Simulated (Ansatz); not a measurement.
Geometry optimisation, RKS PBE/6-31G in Ansatz.

input.yaml

```yaml
crystal:
  periodic: [false, false, false]
  atoms:
    - { symbol: "N", position_ang: [-0.6746, 0.69897, -1.083] }
    - { symbol: C, position_ang: [0.36098, 0.458, -0.31558] }
    - { symbol: S, position_ang: [-0.20189, -0.82679, 1.4696] }
    - { symbol: H, position_ang: [-0.96558, 0.04628, -1.79846] }
    - { symbol: H, position_ang: [-1.32786, 1.4387, -0.86182] }
    - { symbol: H, position_ang: [0.71154, 1.27065, 0.30795] }
    - { symbol: H, position_ang: [1.11255, -0.22357, -0.69176] }
    - { symbol: H, position_ang: [-0.01871, -2.03562, 0.92391] }
    - { symbol: H, position_ang: [1.00358, -0.82662, 2.04916] }
total_charge: 1
basis:
  gaussian: { orbitals: "6-31G" }
hamiltonian:
  xc: pbe
relax:
  f_tol: 0.02
  max_steps: 40
scf:
  lower_state_search: "off"
```

Command:

```bash
$ ansatz run input.yaml --threads 1 --pin off --max-ram 2048MiB --backend cpu --events-out ev --progress --plain --runs-dir out
```

Problem. Where does it end, and by what steps?

Solution. The forces met the threshold. The force dipped under the threshold on the way, but the program's further checks kept it going. Limits of this set-up: no polarisation functions. After 16 steps the energy has fallen by 0.288 eV; H8 moved furthest, 0.63 Å.

```tsv
step	energy less start (eV)	largest force component (eV/Å)	accepted
0	0.0000	1.209	yes
1	-0.1906	0.539	yes
2	-0.2413	0.670	yes
3	-0.2581	0.528	yes
4	-0.2687	0.503	yes
5	-0.2832	0.030	yes
6	-0.2840	0.016	yes
7	-0.2841	0.130	yes
8	-0.2849	0.073	yes
9	-0.2856	0.007	yes
10	-0.2859	0.107	yes
11	-0.2865	0.043	yes
12	-0.2869	0.009	yes
13	-0.2871	0.031	yes
14	-0.2873	0.052	yes
15	-0.2874	0.036	yes
16	-0.2876	0.019	yes
```

```xyz
9
Properties=species:S:1:pos:R:3
N -0.732 0.848 -1.164
C 0.400 0.541 -0.572
S -0.180 -1.125 1.517
H -1.115 0.285 -1.927
H -1.309 1.634 -0.854
H 0.816 1.219 0.174
H 1.026 -0.250 -0.986
H 0.424 -2.347 1.246
H 0.671 -0.805 2.567
```

Whether the end is a true minimum wasn't checked by a vibrational analysis.

Time of the run: 24 s on 1 thread of Arm Neoverse V1 (shared host), peak memory 0.11 GiB.
